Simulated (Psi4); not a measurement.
# C2H3F3 (SMILES CC(F)(F)F) at PBE/cc-pVDZ, part 2 of 2

Psi4 1.11. The steps go on from the part before.

### Step 3. The distorted shape, same level

The input, job.json:

```json
{
 "schema_name": "qcschema_input",
 "schema_version": 1,
 "molecule": {
  "schema_name": "qcschema_molecule",
  "schema_version": 2,
  "symbols": ["C", "C", "F", "F", "F", "H", "H", "H"],
  "geometry": [-2.27133364, -0.50494994, 1.73690208, 1.05371129, 0.2076809, -0.80067696, 3.19892838, -0.72187538, 0.17744528, 0.74681976, -0.86587251, -3.07590721, 1.42523144, 2.68397801, -1.19033849, -1.94289924, 0.39701634, 3.55746423, -2.50301406, -2.53281504, 2.00089682, -3.96679592, 0.27853051, 0.87235238],
  "molecular_charge": 0,
  "molecular_multiplicity": 1,
  "fix_symmetry": "c1",
  "fix_com": true,
  "fix_orientation": true
 },
 "driver": "gradient",
 "model": {
  "method": "pbe",
  "basis": "cc-pVDZ"
 },
 "keywords": {
  "puream": true,
  "e_convergence": 1e-09,
  "d_convergence": 1e-08,
  "scf_type": "pk",
  "dft_radial_points": 99,
  "dft_spherical_points": 590,
  "scf_properties": ["MAYER_INDICES", "LOWDIN_CHARGES", "DIPOLE"]
 }
}
```

Started as:

```
psi4 --qcschema job.json -n 1 --memory 1600MB
```

stdout:

```text
Psi4 1.11 release

gradient() will perform analytic gradient computation.

   => Loading Basis Set <=

    Name: CC-PVDZ
    Role: ORBITAL
    Keyword: BASIS

         ---------------------------------------------------------
                                   SCF
                              RKS Reference
                        1 Threads,   1525 MiB Core
         ---------------------------------------------------------

  ==> Geometry <==

    Molecular point group: c1
    Full point group: C1

    Geometry (in Bohr), charge = 0, multiplicity = 1:

       Center              X                  Y                   Z               Mass
    ------------   -----------------  -----------------  -----------------  -----------------
         C           -2.271333640000    -0.504949940000     1.736902080000    12.000000000000
         C            1.053711290000     0.207680900000    -0.800676960000    12.000000000000
         F            3.198928380000    -0.721875380000     0.177445280000    18.998403162730
         F            0.746819760000    -0.865872510000    -3.075907210000    18.998403162730
         F            1.425231440000     2.683978010000    -1.190338490000    18.998403162730
         H           -1.942899240000     0.397016340000     3.557464230000     1.007825032230
         H           -2.503014060000    -2.532815040000     2.000896820000     1.007825032230
         H           -3.966795920000     0.278530510000     0.872352380000     1.007825032230

  Running in c1 symmetry.

  Rotational constants: A =      0.18403  B =      0.09690  C =      0.09690 [cm^-1]
  Rotational constants: A =   5516.98077  B =   2905.04126  C =   2905.02814 [MHz]
  Nuclear repulsion =  185.865489381038003

  Charge       = 0
  Multiplicity = 1
  Electrons    = 42
  Nalpha       = 21
  Nbeta        = 21

  ==> Algorithm <==

  SCF Algorithm Type is PK.
  DIIS enabled.
  MOM disabled.
  Fractional occupation disabled.
  Guess Type is SAD.
  Energy threshold   = 1.00e-09
  Density threshold  = 1.00e-08
  Integral threshold = 1.00e-12

  ==> Primary Basis <==

  Basis Set: CC-PVDZ
    Blend: CC-PVDZ
    Number of shells: 39
    Number of basis functions: 85
    Number of Cartesian functions: 90
    Spherical Harmonics?: true
    Max angular momentum: 2

  ==> DFT Potential <==

   => LibXC <=

    Version 7.1.2

   => Composite Functional: PBE <=

    PBE GGA Exchange-Correlation Functional

    Deriv               =              1
    GGA                 =           TRUE
    Meta                =          FALSE

    Exchange Hybrid     =          FALSE
    MP2 Hybrid          =          FALSE

   => Exchange Functionals <=

    1.0000     XC_GGA_X_PBE

   => Correlation Functionals <=

    1.0000     XC_GGA_C_PBE

   => LibXC Density Thresholds  <==

    XC_GGA_C_PBE:  1.00E-12
    XC_GGA_X_PBE:  1.00E-15

   => Molecular Quadrature <=

    Radial Scheme          =       TREUTLER
    Pruning Scheme         =           NONE
    Nuclear Scheme         =       TREUTLER

    Blocking Scheme        =         OCTREE
    BS radius alpha        =              1
    Pruning alpha          =              1
    Radial Points          =             99
    Spherical Points       =            590
    Total Points           =         445770
    Total Blocks           =           3189
    Max Points             =            256
    Max Functions          =             85
    Weights Tolerance      =       1.00E-15

  ==> Integral Setup <==

  Using in-core PK algorithm.
   Calculation information:
      Number of atoms:                   8
      Number of AO shells:              39
      Number of primitives:            125
      Number of atomic orbitals:        90
      Number of basis functions:        85

      Integral cutoff                 1.00e-12
      Number of threads:                 1

  Performing in-core PK
  Using 13362680 doubles for integral storage.
  We computed 289214 shell quartets total.
  Whereas there are 304590 unique shell quartets.

  ==> DiskJK: Disk-Based J/K Matrices <==

    J tasked:                  Yes
    K tasked:                   No
    wK tasked:                  No
    Memory [MiB]:              398
    Schwarz Cutoff:          1E-12

  Cached 50.0% of DFT collocation blocks in 0.425 [GiB].

  Minimum eigenvalue in the overlap matrix is 2.0594057648E-02.
  Reciprocal condition number of the overlap matrix is 4.6246463953E-03.
    Using symmetric orthogonalization.

  ==> Pre-Iterations <==

  SCF Guess: Superposition of Atomic Densities via on-the-fly atomic UHF (no occupation information).

   -------------------------
    Irrep   Nso     Nmo
   -------------------------
     A         85      85
   -------------------------
    Total      85      85
   -------------------------

  ==> Iterations <==

                        Total Energy        Delta E     RMS |[F,P]|

   @RKS iter SAD:  -376.50672971781626   -3.76507e+02   0.00000e+00
   @RKS iter   1:  -376.72692367764114   -2.20194e-01   9.68137e-03 ADIIS/DIIS
   @RKS iter   2:  -375.93678787630046    7.90136e-01   1.49606e-02 ADIIS/DIIS
   @RKS iter   3:  -377.08286052454508   -1.14607e+00   2.30347e-03 ADIIS/DIIS
   @RKS iter   4:  -377.09537832961439   -1.25178e-02   1.38614e-03 ADIIS/DIIS
   @RKS iter   5:  -377.10110569700134   -5.72737e-03   5.09331e-04 ADIIS/DIIS
   @RKS iter   6:  -377.10179049287166   -6.84796e-04   1.33334e-04 ADIIS/DIIS
   @RKS iter   7:  -377.10188095661545   -9.04637e-05   1.16418e-05 DIIS
   @RKS iter   8:  -377.10188169100064   -7.34385e-07   1.28091e-06 DIIS
   @RKS iter   9:  -377.10188169566112   -4.66048e-09   4.87351e-07 DIIS
   @RKS iter  10:  -377.10188169694857   -1.28745e-09   5.83353e-08 DIIS
   @RKS iter  11:  -377.10188169695357   -5.00222e-12   4.25788e-08 DIIS
   @RKS iter  12:  -377.10188169695692   -3.35376e-12   8.10410e-09 DIIS
  Energy and wave function converged.

  ==> Post-Iterations <==

   Electrons on quadrature grid:
      Ntotal   =   41.9999999469 ; deviation = -5.308e-08

    Orbital Energies [Eh]
    ---------------------

    Doubly Occupied:

       1A    -24.305595     2A    -24.305555     3A    -24.305527
       4A    -10.138158     5A     -9.935583     6A     -1.208305
       7A     -1.120716     8A     -1.120664     9A     -0.633859
      10A     -0.613735    11A     -0.521873    12A     -0.521854
      13A     -0.475981    14A     -0.396167    15A     -0.396160
      16A     -0.369159    17A     -0.369144    18A     -0.355322
      19A     -0.355301    20A     -0.337243    21A     -0.259891

    Virtual:

      22A     -0.079029    23A      0.055731    24A      0.107211
      25A      0.107225    26A      0.125773    27A      0.125813
      28A      0.170119    29A      0.350819    30A      0.350838
      31A      0.402881    32A      0.477577    33A      0.493030
      34A      0.493046    35A      0.554617    36A      0.596783
      37A      0.596795    38A      0.717306    39A      0.879546
      40A      0.879558    41A      0.921511    42A      0.993360
      43A      0.993405    44A      1.038891    45A      1.038898
      46A      1.117396    47A      1.174253    48A      1.198808
      49A      1.198826    50A      1.256546    51A      1.296255
      52A      1.296261    53A      1.338432    54A      1.364111
      55A      1.529309    56A      1.529324    57A      1.629316
      58A      1.629352    59A      1.639300    60A      1.688796
      61A      1.688892    62A      1.851310    63A      2.062515
      64A      2.062531    65A      2.164626    66A      2.164656
      67A      2.336972    68A      2.369911    69A      2.369941
      70A      2.503754    71A      3.385694    72A      3.419516
      73A      3.419540    74A      3.425204    75A      3.425356
      76A      3.430661    77A      3.430674    78A      3.499948
      79A      3.499960    80A      3.738179    81A      3.859438
      82A      3.859445    83A      3.886219    84A      3.966155
      85A      3.966173

    Final Occupation by Irrep:
              A
    DOCC [    21 ]
    NA   [    21 ]
    NB   [    21 ]

  @RKS Final Energy:  -377.10188169695692

   => Energetics <=

    Nuclear Repulsion Energy =            185.8654893810380031
    One-Electron Energy =                -891.2843391925296146
    Two-Electron Energy =                 371.1464169730734284
    DFT Exchange-Correlation Energy =     -42.8294488585387896
    Empirical Dispersion Energy =           0.0000000000000000
    VV10 Nonlocal Energy =                  0.0000000000000000
    Total Energy =                       -377.1018816969569230

Computation Completed

Properties will be evaluated at   0.000000,   0.000000,   0.000000 [a0]

Properties computed using the SCF density matrix

 Multipole Moments:

 ------------------------------------------------------------------------------------
     Multipole            Electronic (a.u.)      Nuclear  (a.u.)        Total (a.u.)
 ------------------------------------------------------------------------------------

 L = 1.  Multiply by 2.5417464519 to convert [e a0] to [Debye]
 Dipole X            :        -33.0841516           32.6203729           -0.4637787
 Dipole Y            :         -6.3243374            6.2251887           -0.0991487
 Dipole Z            :         25.1052186          -24.7511396            0.3540790
 Magnitude           :                                                    0.5918556

 ------------------------------------------------------------------------------------
  Lowdin Charges: (a.u.)
   Center  Symbol    Alpha    Beta     Spin     Total
       1     C     3.05343  3.05343  0.00000 -0.10686
       2     C     3.10073  3.10073  0.00000 -0.20145
       3     F     4.46422  4.46422  0.00000  0.07156
       4     F     4.46426  4.46426  0.00000  0.07148
       5     F     4.46416  4.46416  0.00000  0.07167
       6     H     0.48440  0.48440  0.00000  0.03120
       7     H     0.48440  0.48440  0.00000  0.03119
       8     H     0.48440  0.48440  0.00000  0.03120

  Total alpha = 21.00000, Total beta = 21.00000, Total charge = -0.00000

  Mayer Bond Indices:

  Irrep: 1 Size: 8 x 8

                 1                   2                   3                   4                   5

    1     0.00000000000000     0.81096095027944     0.05954672161202     0.05954630984780     0.05954618988760
    2     0.81096095027944     0.00000000000000     1.18706827045383     1.18698094397927     1.18718438984056
    3     0.05954672161202     1.18706827045383     0.00000000000000     0.02519071135773     0.02518890646156
    4     0.05954630984780     1.18698094397927     0.02519071135773     0.00000000000000     0.02518921913076
    5     0.05954618988760     1.18718438984056     0.02518890646156     0.02518921913076     0.00000000000000
    6     0.97846220979155     0.00839972125116     0.00098740552428     0.00296701879395     0.00098703626110
    7     0.97846602908634     0.00840089673039     0.00098706154740     0.00098750575069     0.00296602510686
    8     0.97846481605274     0.00840014474367     0.00296666622798     0.00098714681242     0.00098717271665

                 6                   7                   8

    1     0.97846220979155     0.97846602908634     0.97846481605274
    2     0.00839972125116     0.00840089673039     0.00840014474367
    3     0.00098740552428     0.00098706154740     0.00296666622798
    4     0.00296701879395     0.00098750575069     0.00098714681242
    5     0.00098703626110     0.00296602510686     0.00098717271665
    6     0.00000000000000    -0.00469739940352    -0.00469831300623
    7    -0.00469739940352     0.00000000000000    -0.00469817338665
    8    -0.00469831300623    -0.00469817338665     0.00000000000000

  Atomic Valences:

 #  #
 Irrep: 1
      1:    3.924993226557501
      2:    4.397395317278324
      3:    1.301935743184816
      4:    1.301848855672618
      5:    1.302048939405084
      6:    0.982407679212296
      7:    0.982411945431515
      8:    0.982409460160574

	total time  =         17 seconds =       0.28 minutes

         ------------------------------------------------------------
                                   SCF GRAD
         ------------------------------------------------------------

  ==> Geometry <==

    Molecular point group: c1
    Full point group: C1

    Geometry (in Bohr), charge = 0, multiplicity = 1:

       Center              X                  Y                   Z               Mass
    ------------   -----------------  -----------------  -----------------  -----------------
         C           -2.271333640000    -0.504949940000     1.736902080000    12.000000000000
         C            1.053711290000     0.207680900000    -0.800676960000    12.000000000000
         F            3.198928380000    -0.721875380000     0.177445280000    18.998403162730
         F            0.746819760000    -0.865872510000    -3.075907210000    18.998403162730
         F            1.425231440000     2.683978010000    -1.190338490000    18.998403162730
         H           -1.942899240000     0.397016340000     3.557464230000     1.007825032230
         H           -2.503014060000    -2.532815040000     2.000896820000     1.007825032230
         H           -3.966795920000     0.278530510000     0.872352380000     1.007825032230

  Nuclear repulsion =  185.865489381038003

  ==> Basis Set <==

  Basis Set: CC-PVDZ
    Blend: CC-PVDZ
    Number of shells: 39
    Number of basis functions: 85
    Number of Cartesian functions: 90
    Spherical Harmonics?: true
    Max angular momentum: 2

  ==> DirectJKGrad: Integral-Direct SCF Gradients <==

    Gradient:                    1
    J tasked:                  Yes
    K tasked:                   No
    wK tasked:                  No
    Integrals threads:           1
    Schwarz Cutoff:          1E-12

  ==> DFT Potential <==

   => LibXC <=

    Version 7.1.2

   => Composite Functional: PBE <=

    PBE GGA Exchange-Correlation Functional

    Deriv               =              1
    GGA                 =           TRUE
    Meta                =          FALSE

    Exchange Hybrid     =          FALSE
    MP2 Hybrid          =          FALSE

   => Exchange Functionals <=

    1.0000     XC_GGA_X_PBE

   => Correlation Functionals <=

    1.0000     XC_GGA_C_PBE

   => LibXC Density Thresholds  <==

    XC_GGA_C_PBE:  1.00E-12
    XC_GGA_X_PBE:  1.00E-15

   => Molecular Quadrature <=

    Radial Scheme          =       TREUTLER
    Pruning Scheme         =           NONE
    Nuclear Scheme         =       TREUTLER

    Blocking Scheme        =         OCTREE
    BS radius alpha        =              1
    Pruning alpha          =              1
    Radial Points          =             99
    Spherical Points       =            590
    Total Points           =         445770
    Total Blocks           =           3189
    Max Points             =            256
    Max Functions          =             85
    Weights Tolerance      =       1.00E-15

  -Total Gradient:
     Atom            X                  Y                   Z
    ------   -----------------  -----------------  -----------------
       1       -0.040267764666    -0.008660175966     0.030735952919
       2        0.031416757692     0.006800985339    -0.023935233623
       3        0.003462851087     0.005564289407    -0.011741366823
       4        0.011989919311     0.006065533469    -0.000468104575
       5        0.009625240075    -0.006298106478    -0.006977537737
       6       -0.011618070551    -0.008480483864    -0.006069622987
       7       -0.007580054268     0.012661142014     0.005150320491
       8        0.002973640353    -0.007630530514     0.013294517031

	total time  =          8 seconds =       0.13 minutes

    Psi4 run time: 0:00:24.82
```

The result, in JSON:

```text
{
 "driver": "gradient",
 "model": {
  "method": "pbe",
  "basis": "cc-pVDZ"
 },
 "success": true,
 "return_result": [-0.04026776466569133, -0.008660175966485176, 0.030735952919378112, 0.03141675769243063, 0.006800985339087198, -0.023935233623441216, 0.0034628510866501205, 0.0055642894073023585, -0.011741366822720478, 0.011989919311074418, 0.006065533469429341, -0.00046810457510543246, 0.009625240075207361, -0.006298106478016541, -0.0069775377367575775, -0.011618070550614035, -0.008480483864374583, -0.0060696229870173535, -0.00758005426772216, 0.01266114201402535, 0.005150320490813105, 0.0029736403531989697, -0.007630530514440015, 0.013294517030714798],
 "properties": {
  "calcinfo_nbasis": 85,
  "calcinfo_nmo": 85,
  "calcinfo_nalpha": 21,
  "calcinfo_nbeta": 21,
  "calcinfo_natom": 8,
  "nuclear_repulsion_energy": 185.865489381038,
  "return_energy": -377.1018816969569,
  "return_gradient": [-0.04026776466569133, -0.008660175966485176, 0.030735952919378112, 0.03141675769243063, 0.006800985339087198, -0.023935233623441216, 0.0034628510866501205, 0.0055642894073023585, -0.011741366822720478, 0.011989919311074418, 0.006065533469429341, -0.00046810457510543246, 0.009625240075207361, -0.006298106478016541, -0.0069775377367575775, -0.011618070550614035, -0.008480483864374583, -0.0060696229870173535, -0.00758005426772216, 0.01266114201402535, 0.005150320490813105, 0.0029736403531989697, -0.007630530514440015, 0.013294517030714798],
  "scf_one_electron_energy": -891.2843391925296,
  "scf_two_electron_energy": 371.1464169730734,
  "scf_xc_energy": -42.82944885853879,
  "scf_dipole_moment": [-0.46377868313869897, -0.09914871160390959, 0.3540790092479007],
  "scf_total_energy": -377.1018816969569,
  "scf_total_gradient": [-0.04026776466569133, -0.008660175966485176, 0.030735952919378112, 0.03141675769243063, 0.006800985339087198, -0.023935233623441216, 0.0034628510866501205, 0.0055642894073023585, -0.011741366822720478, 0.011989919311074418, 0.006065533469429341, -0.00046810457510543246, 0.009625240075207361, -0.006298106478016541, -0.0069775377367575775, -0.011618070550614035, -0.008480483864374583, -0.0060696229870173535, -0.00758005426772216, 0.01266114201402535, 0.005150320490813105, 0.0029736403531989697, -0.007630530514440015, 0.013294517030714798],
  "scf_iterations": 12
 }
}
```

Run time: 26 s. Hardware: 1 thread of Intel Xeon Platinum 8488C (Sapphire Rapids), shared host; peak memory 0.8 GiB.

### Step 4. Outcome

What follows sums up all 2 parts.

At PBE/cc-pVDZ:

| quantity | value |
| --- | --- |
| first shape: total energy | -377.19367 Eh |
| first shape: dipole moment | 1.94 D |
| first shape: HOMO energy | -8.67 eV |
| first shape: LUMO energy | 1.37 eV |
| first shape: HOMO–LUMO gap | 10.04 eV |
| first shape: largest force on an atom | 1.093 eV/Å |
| distorted shape: total energy | -377.10188 Eh |
| distorted shape: dipole moment | 1.50 D |
| distorted shape: HOMO energy | -7.07 eV |
| distorted shape: LUMO energy | -2.15 eV |
| distorted shape: HOMO–LUMO gap | 4.92 eV |
| distorted shape: largest force on an atom | 2.643 eV/Å |
| energy change with the C1–C2 bond stretched from 1.497 to 2.245 Å | 2.498 eV |

With the C1–C2 bond stretched from 1.497 to 2.245 Å the energy rises by 2.50 eV (58 kcal/mol). The first shape isn't relaxed at this level, so the change isn't measured from a minimum. The largest force (first shape) is 1.09 eV/Å: the shape isn't a stationary point for this species at this level. The measured dipole moment is 2.32 D (NIST CCCBDB); the computed value is 0.38 D (16 %) too low.
